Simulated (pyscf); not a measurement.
## Routes from O=Ge: [singlet] + hydrogen fluoride (HF)

Candidate steps break at most two bonds and form at most two. Each was searched with GFN2-xTB (tblite) first. Single points on ωB97X-D3(BJ)/def2-SVP structures (PySCF, gas phase). MP2 and CC: frozen core, UHF for open shells. ΔMP2 is the change of the MP2 total energy from the triple- to the quadruple-zeta basis. Energies: CCSD(T)/def2-TZVPP + ΔMP2(QZVPP), kcal/mol, from the separated reactants, singlet surface.

| products | type | ΔE‡ | ΔE | ΔG‡ 298 K | ΔG‡ 900 K | ν‡ (cm⁻¹) |
|---|---|---|---|---|---|---|
| HO–Ge:–F [singlet] | addition across a multiple bond or ene-type step | -1.9 | -40.7 | 5.7 | 24.4 | 496i |
| O=GeH–F | insertion | 49.2 | +3.6 | 55.0 | 72.1 | 1435i |

Row 1: On the reactant side the descent ends in a bound adduct, 10.2 kcal/mol under the separated species and 2.5 kcal/mol under the saddle at ωB97X-D3(BJ)/def2-TZVP. 

Plain bond fissions and candidates not yet searched are not listed, and one of them may be faster. Each barrier is that of the saddle found; lower ones may exist. The CCSD(T) − MP2 part came from Ansatz, without density fitting, on the same reference. The frozen core leaves the outer d or s,p core shells of the metals and heavy elements correlated in the MP2 and CC values, and def2-TZVPP describes them poorly, which can shift differences by a few kcal/mol. Elements up to Kr have no core potential and no relativistic terms here.
